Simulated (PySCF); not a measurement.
# Molecular orbitals of SiB

UHF at R = 1.827 Å; basis Si STO-3G, B STO-3G; no relativity; PySCF 2.14. State: ⁴Σ⁻ (quartet), unpaired electrons σ ↑, π ↑↑. Only the outer orbitals are listed, counted within each symmetry.

```csv
spin,orbital,occ.,ε (eV),on Si (%),main shells (%)
α,5σ,1,-17.68,55,"49 Si s, 41 B s"
α,6σ,1,-10.65,36,"45 B s, 32 Si s, 19 B p"
α,7σ,1,-5.73,55,"44 B p, 44 Si p, 12 Si s"
α,2π,1,-4.93,47,"53 B p, 47 Si p"
α,2π,1,-4.93,47,"53 B p, 47 Si p"
α,3π,0,7.44,53,"53 Si p, 47 B p"
α,3π,0,7.44,53,"53 Si p, 47 B p"
α,8σ,0,19.20,53,"46 Si p, 33 B p, 14 B s"
β,5σ,1,-13.17,65,"61 Si s, 26 B s, 9 B p"
β,6σ,1,-5.72,71,"40 Si p, 31 Si s, 27 B s"
β,2π,0,6.63,74,"74 Si p, 26 B p"
β,2π,0,6.63,74,"74 Si p, 26 B p"
β,7σ,0,8.79,17,"42 B s, 41 B p, 17 Si p"
```

Problem. Which are the highest filled and the lowest empty level, where do they sit, and how wide is the gap?

Solution. Highest filled α 2π at -4.93 eV (in %: 53 B p, 47 Si p); lowest empty β 2π at 6.63 eV (in %: 74 Si p, 26 B p); the gap at UHF is 11.56 eV. Both belong to one degenerate shell, split only by its one-sided filling, so this is no excitation gap. An empty level above zero is unbound, and its energy depends on the basis.

- bond order (Mayer): 1.98
- ⟨S²⟩: 3.750
- charge on Si (Mulliken, basis-dependent): 0.23
- charge on Si (Löwdin, basis-dependent): 0.22
- dipole moment (positive dipole means Si(−)B(+)): -0.11 D
- polarisability along the bond: 32.8 bohr³
- polarisability across the bond: 12.2 bohr³

STO-3G is very small, so such numbers show the basis as much as the molecule. The state was picked by a PBE0 search and need not be the measured ground state.
